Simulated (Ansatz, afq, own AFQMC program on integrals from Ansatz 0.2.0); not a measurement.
AFQMC on a folder of integrals that Ansatz 0.2.0 wrote.

```yaml
crystal:
  periodic: [false, false, false]
  atoms:
    - {symbol: Al, position_ang: [0.000000, 0.000000, 0.861700]}
    - {symbol: C, position_ang: [0.000000, 0.000000, -3.324300]}
    - {symbol: H, position_ang: [0.000000, 0.000000, 2.462600]}
basis:
  gaussian: {orbitals: 6-31G}
magnetization: {spin_polarized: false, initial_magnetization: 2}
correlation: {method: ccsd_t, electrons: outside_noble_gas, hamiltonian_folder: ham}
```

```sh
$ ansatz run in.yaml --threads 1 --pin off --events-out ev --progress --plain --max-ram 16896MiB --backend cuda --devices 0, --max-vram 18GiB
```

Options of the walk:

```
--method phaseless --trial cisd --walkers 4000 --populations 20 --least-time 60 --time-step 0.005 --steps-per-block 50 --equilibration-blocks 40 --max-blocks 4000 --target-error 0.00034 --factor-cut 1e-05 --start spin_pure --seed 2623 --release-times 0.24,0.51,0.99,1.62,2.4 --release-step 0.03 --release-every 3 --taylor-order 6
```

Times are imaginary, in 1/Eh. The walk had a cap of 122 s. With eight or more populations the least sampling time is a fifth of least-time, and the error comes from their spread.

Log:

```
orbitals 18  electrons 5 3  factors 91 of 297
reference energy -280.10357777 Eh
CCSD correlation -0.08380830 Eh in 16 cycles, weight of the determinant in the CISD state 0.9069
energy of the start -280.187391 Eh
 block  time / (1/Eh)  mean weight  energy / Eh
     1     0.250  1.0000  -280.186711
     2     0.500  1.0000  -280.186577
     3     0.750  1.0000  -280.186653
     4     1.000  0.9999  -280.186824
     5     1.250  1.0000  -280.186976
     8     2.000  0.9999  -280.187414
    11     2.750  1.0002  -280.187825
    17     4.250  0.9999  -280.188142
    23     5.750  0.9999  -280.188199
    29     7.250  1.0001  -280.188258
    35     8.750  1.0001  -280.188246
    41    10.250  0.9999  -280.188240
    47    11.750  0.9999  -280.188206
    53    13.250  1.0000  -280.188233
    59    14.750  1.0000  -280.187838
    65    16.250  1.0000  -280.188043
    71    17.750  1.0002  -280.187776
    75    18.750  0.9999  -280.188480
    77    19.250  0.9999  -280.188137
    83    20.750  1.0000  -280.188123
    89    22.250  1.0000  -280.188144
error from the spread of 20 populations
released: time / (1/Eh)  energy / Eh  error  mean overlap
  0.24  -280.188158  0.000030  0.9976
  0.51  -280.188197  0.000043  0.9987
  0.99  -280.188315  0.000045  0.9968
  1.62  -280.188372  0.000048  0.9998
  2.40  -280.188426  0.000032  0.9997
energy -280.188061 +/- 0.000036 Eh
(rows thinned)
```

The run passed its tests (sampling time, drift between the halves within three errors, error under three times the target), which doesn't prove that it has relaxed.

Against this walk (error 1.0 meV) on the same determinant: CCSD(T) 0.3 meV lower (within the noise), CCSDT(Q) 9.7 meV lower, CCSDTQ 10.3 meV lower, full CI 10.3 meV lower. The error is statistical and leaves out the bias of the constraint. The released energies are still falling (meV from the phaseless value at times in 1/Eh: -2.7 ± 0.8 at 0.24, -3.7 ± 1.2 at 0.51, -6.9 ± 1.2 at 0.99, -8.5 ± 1.3 at 1.62, -9.9 ± 0.9 at 2.40), so they give no level; they do show a bias of the constraint, and the last of them that isn't too noisy lies 0 meV above full CI. Full CI is exact here, so the walk's 10 meV above it is the walk's own error: the bias of the constraint with this trial.

Cautions: constraint bias not in the error; lower spins were not checked.

The walk took 19 s on 1 × NVIDIA H100 80GB HBM3 with 2 threads of AMD EPYC 7R13 Processor (Zen 3), with other jobs on the host (the card was shared). The log's last line is the phaseless energy.

CCSDT and higher add their correlation energy to the determinant of the CCSD(T) run, since their own runs factorise the integrals more tightly (a shift of under 2 meV). A walk keeps the symmetry of its determinant, which the program's search chose and which needn't be the lowest solution, so a lower state of the same spin and another symmetry isn't excluded.
